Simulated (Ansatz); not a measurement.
**One shape, several levels: SiCl (SMILES [Si]Cl)**

Wanted: a comparison of 6 runs (UB3LYP/6-31G*, U-r2SCAN/aug-cc-pVTZ, UBHLYP/aug-cc-pVTZ, UPBE0/aug-cc-pVTZ, RPA@PBE0/aug-cc-pVTZ, UCCSD/aug-cc-pVTZ) of SiCl. 

The results are computed with Ansatz 0.2.0.

40 further runs of the same task are left out: 40 set aside as unsound or not needed.

## Step 1: The structure to begin with

SiCl has 2 atoms, charge 0, and is taken as a doublet. SMILES: `[Si]Cl`. The Si1–Cl2 distance was set to 3.721 Å, away from the relaxed value.

## Step 2: A single-point energy at UB3LYP/6-31G(d) (spherical functions) (run 1)

Contents of in.yaml:

```yaml
crystal:
  periodic: [false, false, false]
  atoms:
    - {symbol: Si, position_ang: [2.292705, -0.763516, 1.175512]}
    - {symbol: Cl, position_ang: [-0.881810, 0.293660, -0.452120]}
basis:
  gaussian: {orbitals: 6-31G_st_-spherical.json}
accuracy: high
output: {orbitals: {seedname: orbitals}}
hamiltonian: {xc: {name: B3LYP}}
magnetization: {spin_polarized: true, initial_magnetization: 1}
```

The basis set 6-31G* is read from a file made from the Basis Set Exchange's data (not shown).

Run with:

```sh
$ ansatz run in.yaml --threads 1 --pin off --max-ram 3480MiB --events-out events.jsonl --progress --plain --runs-dir runs
```

What it wrote:

```text
Warning: RAYON_NUM_THREADS=1 ignored (pool sized by the plan → 1); use --threads N
Functional definition: B3LYP
  name "B3LYP"
  parameter a0 = 0.2
  parameter ax = 0.72
  parameter ac = 0.81
  exchange = (1 - a0 - ax)*slater_x + ax*b88_x + a0*exact_x
  correlation = (1 - ac)*vwn_rpa_c + ac*lyp_c
563 factors; integrals over basis functions are off by at most 4.1e-9 eV
mean field evaluation 1: about -20392.4488 eV, gradient 1.7e1 eV
mean field evaluation 2: about -20241.8114 eV, gradient 7.7e1 eV
mean field evaluation 4: about -20354.0643 eV, gradient 6.8e1 eV
mean field evaluation 8: about -20395.2363 eV, gradient 4.8e0 eV
mean field evaluation 16: about -20395.9846 eV, gradient 1.3e-1 eV
mean field evaluation 32: about -20394.7006 eV, gradient 2.1e-1 eV
mean field evaluation 64: about -20394.9642 eV, gradient 1.7e-4 eV
mean field evaluation 96: about -20388.7097 eV, gradient 1.8e1 eV
mean field evaluation 128: about -20395.7481 eV, gradient 1.3e0 eV
mean field -20395.98487524 eV, -749.5386192698 hartree, gradient 8.1e-8 eV, S^2 1.126975; 11 other end points of the search recorded, 0 dependent functions left out
reference -20395.98490627 eV, -749.5386204105 hartree; 16, 15 occupied and 20, 21 virtual orbitals, 563 factors
Total energy: -20395.98490627 eV, -749.5386204105 hartree
```

It took 6.6 s on 1 thread of Intel Xeon 6975P-C (Granite Rapids), shared host; peak memory 0.15 GiB.

## Step 3: A single-point energy at U-r2SCAN/aug-cc-pVTZ (run 2)

Contents of job.yaml:

```yaml
crystal:
  periodic: [false, false, false]
  atoms:
    - {symbol: Si, position_ang: [2.292705, -0.763516, 1.175512]}
    - {symbol: Cl, position_ang: [-0.881810, 0.293660, -0.452120]}
basis:
  gaussian:
    orbitals: aug-cc-pVTZ
magnetization:
  spin_polarized: true
  initial_magnetization: 1
output: {orbitals: {seedname: orbitals}}
hamiltonian:
  xc: {name: r2SCAN}
accuracy: high
```

Run with:

```sh
$ ansatz run job.yaml --threads 1 --pin off --max-ram 3480MiB --events-out events.jsonl --progress --plain --runs-dir runs
```

What it wrote, shortened:

```text
Warning: RAYON_NUM_THREADS=1 ignored (pool sized by the plan → 1); use --threads N
Functional definition: r2SCAN
  name "r2SCAN"
[...]
1266 factors; integrals over basis functions are off by at most 3.7e-9 eV
[...]
mean field -20395.16707587 eV, -749.5085656975 hartree, gradient 2.5e-8 eV, S^2 1.117142; 8 other end points of the search recorded, 0 dependent functions left out
reference -20395.16708289 eV, -749.5085659553 hartree; 16, 15 occupied and 84, 85 virtual orbitals, 1266 factors
Total energy: -20395.16708289 eV, -749.5085659553 hartree
```

Wall time 53 s (1 thread of Intel Xeon 6975P-C (Granite Rapids), shared host); peak memory 0.36 GiB.

Runs 3 to 4 aren't shown in full; the table further down has their settings and results.

## Step 4: A single-point energy at RPA@PBE0/aug-cc-pVTZ (run 5)

Contents of in.yaml:

```yaml
crystal:
  periodic: [false, false, false]
  atoms:
    - symbol: Si
      position_ang: [2.292705, -0.763516, 1.175512]
    - symbol: Cl
      position_ang: [-0.881810, 0.293660, -0.452120]
basis:
  gaussian:
    orbitals: aug-cc-pVTZ
magnetization:
  spin_polarized: true
  initial_magnetization: 1
hamiltonian:
  xc: pbe0
correlation:
  method: rpa
  frozen_orbitals: {Cl: 5, Si: 5}
accuracy: high
```

Run with:

```sh
$ ansatz run in.yaml --threads 1 --pin off --max-ram 3480MiB --events-out events.jsonl --progress --plain --runs-dir runs
```

What it wrote, shortened:

```text
Warning: RAYON_NUM_THREADS=1 ignored (pool sized by the plan → 1); use --threads N
Functional definition: PBE0
  name "PBE0"
[...]
1266 factors; integrals over basis functions are off by at most 3.7e-9 eV
[...]
mean field -20389.28546316 eV, -749.2924204172 hartree, gradient 2.2e-8 eV, S^2 1.168345; 11 other end points of the search recorded, 0 dependent functions left out
10 core orbitals not correlated: weight in the atoms' cores, before any rotation towards them, 1.000 or more for the frozen orbitals, at most 0.000 for the correlated occupied ones
reference -20362.83024825 eV, -748.3202092011 hartree; 6, 5 occupied and 84, 85 virtual orbitals, 1266 factors
Total energy: -20374.46914781 eV, -748.7479308708 hartree
```

Wall time 39 s (1 thread of Intel Xeon 6975P-C (Granite Rapids), shared host); peak memory 0.39 GiB.

## Step 5: A single-point energy at UCCSD/aug-cc-pVTZ (run 6)

Contents of job.yaml:

```yaml
crystal:
  periodic: [false, false, false]
  atoms:
    - symbol: Si
      position_ang: [2.292705, -0.763516, 1.175512]
    - symbol: Cl
      position_ang: [-0.881810, 0.293660, -0.452120]
basis:
  gaussian: {orbitals: aug-cc-pVTZ}
accuracy: high
scf: {omitted_lower_state_checks: [cluster_reference, increment]}
correlation: {method: ccsd, frozen_orbitals: {Cl: 5, Si: 5}}
magnetization: {spin_polarized: true, initial_magnetization: 1}
```

Run with:

```sh
$ ansatz run job.yaml --threads 1 --pin off --max-ram 3480MiB --events-out events.jsonl --progress --plain --runs-dir runs
```

What it wrote:

```text
Warning: RAYON_NUM_THREADS=1 ignored (pool sized by the plan → 1); use --threads N
[... 27 lines left out ...]
10 core orbitals not correlated: weight in the atoms' cores, before any rotation towards them, 1.000 or more for the frozen orbitals, at most 0.000 for the correlated occupied ones
[... 39 lines left out ...]
Total energy: -20370.89621555 eV, -748.6166280320 hartree
Checks for a lower state left out: cluster_reference, increment
```

Run time: 31 s. Hardware: 1 thread of Intel Xeon 6975P-C (Granite Rapids), shared host; peak memory 0.77 GiB.

## Step 6: The series

```tsv
run	level	frozen core orbitals	energy (Eh)	HOMO energy (eV)	LUMO energy (eV)	⟨S²⟩	wall time
1	UB3LYP/6-31G* (spherical functions)	–	-749.538620	-6.73	-4.96	1.127	6.6 s
2	U-r2SCAN/aug-cc-pVTZ	–	-749.508566	-6.26	-5.58	1.117	53 s
3	UBHLYP/aug-cc-pVTZ	–	-749.571212	-7.39	-3.92	1.247	27 s
4	UPBE0/aug-cc-pVTZ	–	-749.292421	-7.06	-4.84	1.168	15 s
5	RPA@PBE0/aug-cc-pVTZ	10	-748.747931	–	–	1.168	39 s
6	UCCSD/aug-cc-pVTZ	10	-748.616628	–	–	1.687	31 s
```

## Step 7: Summary of results

```
                                           quantity          value
                                run 6: total energy  -748.61663 Eh
run 6: correlation energy (10 core orbitals frozen)     -269.7 mEh
           run 6: ⟨S²⟩ of the reference determinant          1.687
                               run 6: T1 diagnostic          0.073
```

**Reading.** Totals of different functionals can't be ranked against each other. Spin contamination of the reference: run 6 ⟨S²⟩ = 1.69, run 3 ⟨S²⟩ = 1.25, run 4 ⟨S²⟩ = 1.17, run 5 ⟨S²⟩ = 1.17, run 1 ⟨S²⟩ = 1.13, run 2 ⟨S²⟩ = 1.12. Where it is this large, the reference is a mixture of spin states, and values that rest on it are in doubt. All runs together took 2.9 min, the longest 53 s.
